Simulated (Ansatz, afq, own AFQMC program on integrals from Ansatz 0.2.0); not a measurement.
**AlGe, quartet in cc-pVDZ, levels against full CI**

```xyz
2

Ge    0.0000    0.0000    0.0000
Al    0.0000    0.0000    5.5290
```

Basis cc-pVDZ. Only valence electrons are correlated. AFQMC by an in-house program on the Cholesky factors that Ansatz 0.2.0 writes for its CCSD(T) run. The CISD trial takes its coefficients from CCSD amplitudes. Released means that phaseless walkers are propagated on without the constraint, phases kept. ± is one standard error of the sampling. No spin–orbit coupling.

Determinant: UHF, the one that the program's search chose, which needn't be the lowest solution. The geometry is a point of a scan.

Full CI on the same integrals is exact in this basis and with this determinant's frozen core.

Cautions: no relativity below Rb; no spin-orbit coupling; inner d shell frozen; lower spins were not checked; the released energy hasn't reached full CI (16 meV above it at 2.40 1/Eh), so no released level is given (meV from the phaseless value at times in 1/Eh: -6 ± 5 at 0.24, -5.0 ± 1.7 at 0.51, -7.0 ± 1.2 at 0.99, -9.9 ± 1.4 at 1.62, -9.7 ± 1.5 at 2.40).

The T1 diagnostic is 0.0118 and the weight of the determinant in the CISD state is 0.888. The ⟨S²⟩ of the determinant is 3.773. The size of the correlated space is 7 electrons in 26 orbitals.

Question: Estimate: order these by the size of their error in total energy against full CI, smallest first.
A. CCSDT(Q)
B. CCSDTQ
C. phaseless AFQMC with a CISD trial
D. CCSD

Answer: B (0.1 kJ/mol), A (0.9 kJ/mol), C (2.5 ± 0.2 kJ/mol), D (6.9 kJ/mol).

Reference: full CI, correlation energy -2.889 eV.

A walk keeps the symmetry of its determinant, which the program's search chose and which needn't be the lowest solution, so a lower state of the same spin and another symmetry isn't excluded.
